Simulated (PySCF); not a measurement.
Isomers of C4H8OS, one GFN2-xTB conformer each. Single-point energies are computed at PBE0/pcSseg-1 (PySCF, gas phase, no added dispersion term), electronic only.

| SMILES | GFN2-xTB relative energy (kJ/mol) |
| --- | --- |
| O=S1CCCC1 | 0.0 |
| C=C(OC)SC | 77.7 |
| C[C@@H]1CC[S@]1=O | 40.5 |

Conformers: `[O:1]=[S:2]1[CH2:3][CH2:4][CH2:5][CH2:6]1` with O1–S2–C3–C4 -116°, S2–C3–C4–C5 35°, C3–C4–C5–C6 -51°, C4–C5–C6–S2 44°; `[CH2:1]=[C:2]([O:3][CH3:4])[S:5][CH3:6]` with C1–C2–O3–C4 0°, C1–C2–S5–C6 180°; `[CH3:1][C@@H:2]1[CH2:3][CH2:4][S@:5]1=[O:6]` with C1–C2–C3–C4 -140°, C2–C3–C4–S5 21°, C3–C4–S5–O6 -123°, C1–C2–S5–C4 139°.

What does PBE0/pcSseg-1 give for the same structures?

```csv
SMILES,PBE0/pcSseg-1 E (Eh),PBE0/pcSseg-1 (kJ/mol),GFN2-xTB (kJ/mol),point group
C=C(OC)SC,-630.15736,0.0,77.7,Cs
O=S1CCCC1,-630.15469,7.0,0.0,C1
C[C@@H]1CC[S@]1=O,-630.13667,54.3,40.5,C1
```

GFN2-xTB puts O=S1CCCC1 lowest instead; measured from each level's own lowest isomer, the values differ by up to 77.7 kJ/mol (C=C(OC)SC: 77.7 against 0.0). As drawn, the lowest has a C=C bond outside aromatic rings, which the highest lacks; the highest has a four-membered ring and an S=O bond, which the lowest lacks. Neighbours under 10 kJ/mol apart (C=C(OC)SC and O=S1CCCC1) can change places with a better method, another conformer or zero-point energy.

Which frontier levels, dipoles and rotational constants go with these structures?

```tsv
SMILES	HOMO (eV, PBE0/pcSseg-1)	LUMO (eV)	dipole (D)	A, B, C (MHz)
C=C(OC)SC	-5.91	0.96	2.31	4720, 2194, 1527
O=S1CCCC1	-6.40	0.94	4.14	5061, 2696, 2164
C[C@@H]1CC[S@]1=O	-6.46	0.32	3.93	4361, 2770, 1946
```
